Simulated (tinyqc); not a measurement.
Worked calculation: harmonic frequencies on the RHF/sto-3g surface (energies and gradients from PySCF), for H3O+, spin multiplicity 1. Computed by tinyqc, a small Python program that keeps every step (integrals from PySCF). Settings: charge = 1, multiplicity = 1, basis = sto-3g, delta = 0.002. Command: `OMP_NUM_THREADS=1 python tinyqc.py 30873 30874 out.jsonl` (the two numbers bound the seeds that draw the settings). One thread of a shared host (Intel(R) Xeon(R) Processor @ 2.60GHz), about 2 s of CPU time with the checks.

## One row of the Hessian: 1Ox

optimised positions (bohr), order 1O, 2H, 3H, 4H:
```
[[0.026987, 0.025683, 0.458176],
 [1.839416, -0.015906, -0.006185],
 [-0.845634, 1.603072, -0.044429],
 [-0.905496, -1.531591, 0.002509]]
```

gradient at +delta (hartree/bohr), order 1O, 2H, 3H, 4H:
```
[[0.00214249, 0.00000584, 0.00001303],
 [-0.00119687, 0.00002197, 0.00036694],
 [-0.00045689, 0.00040762, -0.00018921],
 [-0.00048873, -0.00043543, -0.00019076]]
```

gradient at -delta (hartree/bohr), order 1O, 2H, 3H, 4H:
```
[[-0.00213486, 0.00000560, -0.00000608],
 [0.00120335, -0.00002617, -0.00036792],
 [0.00044975, -0.00040462, 0.00018786],
 [0.00048176, 0.00042520, 0.00018613]]
```

Displace 1Ox by +/-0.002 bohr; H(k, :) = (g(+) - g(-)) / (2 delta).

row of the Hessian (hartree/bohr^2): [1.06933738, 0.00006015, 0.00477777, -0.60005597, 0.01203544, 0.18371455, -0.22665941, 0.20306059, -0.09426918, -0.24262201, -0.21515619, -0.09422313]

## Hessian by finite differences

All rows are made in the same way, and the matrix is symmetrised.

Hessian (symmetrised) (hartree/bohr^2), order 1Ox, 1Oy, 1Oz, 2Hx, 2Hy, 2Hz, 3Hx, 3Hy, 3Hz, 4Hx, 4Hy, 4Hz:
```
[[1.06933738, 0.00006020, 0.00477856, -0.60005594, 0.01203540, 0.18371756, -0.22665961, 0.20306134, -0.09427103, -0.24262220, -0.21515694, -0.09422509],
 [0.00006020, 1.06915093, -0.01396965, 0.01101299, -0.11448113, -0.00248576, 0.20325213, -0.48132866, 0.17107770, -0.21432532, -0.47334152, -0.15462228],
 [0.00477856, -0.01396965, 0.14271568, 0.11553703, -0.00118366, -0.04586354, -0.06130408, 0.11137431, -0.05241685, -0.05901152, -0.09622100, -0.04443521],
 [-0.60005594, 0.01101299, 0.11553703, 0.60751078, -0.01213406, -0.14100147, -0.00308309, -0.00469340, 0.01248460, -0.00437168, 0.00581447, 0.01297987],
 [0.01203540, -0.11448113, -0.00118366, -0.01213406, 0.08321640, 0.00215445, 0.03898210, 0.01476909, -0.01754632, -0.03888344, 0.01649576, 0.01657553],
 [0.18371756, -0.00248576, -0.04586354, -0.14100147, 0.00215445, 0.04690758, -0.02189552, 0.00256143, -0.00030271, -0.02082036, -0.00223012, -0.00074135],
 [-0.22665961, 0.20325213, -0.06130408, -0.00308309, 0.03898210, -0.02189552, 0.20449577, -0.21969196, 0.07376834, 0.02524708, -0.02254225, 0.00943126],
 [0.20306134, -0.48132866, 0.11137431, -0.00469340, 0.01476909, 0.00256143, -0.21969196, 0.48003685, -0.13376305, 0.02132400, -0.01347716, 0.01982733],
 [-0.09427103, 0.17107770, -0.05241685, 0.01248460, -0.01754632, -0.00030271, 0.07376834, -0.13376305, 0.05310674, 0.00801801, -0.01976815, -0.00038720],
 [-0.24262220, -0.21432532, -0.05901152, -0.00437168, -0.03888344, -0.02082036, 0.02524708, 0.02132400, 0.00801801, 0.22174694, 0.23188473, 0.07181387],
 [-0.21515694, -0.47334152, -0.09622100, 0.00581447, 0.01649576, -0.00223012, -0.02254225, -0.01347716, -0.01976815, 0.23188473, 0.47032304, 0.11821925],
 [-0.09422509, -0.15462228, -0.04443521, 0.01297987, 0.01657553, -0.00074135, 0.00943126, 0.01982733, -0.00038720, 0.07181387, 0.11821925, 0.04556373]]
```

## Normal modes

masses (u): [15.994915, 1.007825, 1.007825, 2.014102]

Diagonalise H_ij / sqrt(m_i m_j); the 6 smallest eigenvalues belong to translations and rotations; wavenumber = sqrt(eigenvalue / 1822.888) x 219474.63; each mode has its largest component positive (the first on a tie); zero-point energy = sum of wavenumbers / 2, with 349.755 1/cm per kcal/mol. A mass of 2.014 u marks deuterium.

eigenvalues of the mass-weighted Hessian (hartree/(bohr^2 u)): [0.000000, 0.000000, 0.000000, 0.000002, 0.000002, 0.000003, 0.023199, 0.099575, 0.137173, 0.355919, 0.654489, 0.702312]

harmonic wavenumbers of the vibrations (1/cm): [783.0, 1622.1, 1903.9, 3066.8, 4158.7, 4307.9]

mass-weighted modes, order 1Ox, 1Oy, 1Oz, 2Hx, 2Hy, 2Hz, 3Hx, 3Hy, 3Hz, 4Hx, 4Hy, 4Hz:
```
[[-0.006461, -0.249074, -0.113972, -0.159670, -0.103252, -0.246988],
 [-0.020609, 0.150177, -0.188718, -0.266560, -0.169627, 0.148946],
 [-0.419334, -0.003546, 0.013233, -0.074055, 0.066073, -0.003525],
 [0.136681, -0.125730, -0.041651, -0.102332, 0.672028, 0.654925],
 [0.050852, -0.454623, 0.667959, 0.033310, -0.007990, -0.020325],
 [0.551361, -0.169088, -0.101605, -0.006286, -0.150808, -0.170126],
 [-0.030306, 0.339841, 0.612183, 0.077325, -0.317373, 0.320021],
 [0.151541, 0.325546, 0.273694, -0.075017, 0.588508, -0.567606],
 [0.548939, 0.172128, -0.092296, -0.003728, -0.164866, 0.184044],
 [-0.057037, 0.550450, -0.082403, 0.467649, 0.040096, 0.006370],
 [-0.085088, -0.331902, -0.134287, 0.780687, 0.067373, -0.003849],
 [0.403380, 0.007843, 0.099871, 0.215774, 0.037102, 0.000087]]
```

zero-point energy = 22.647737 kcal/mol
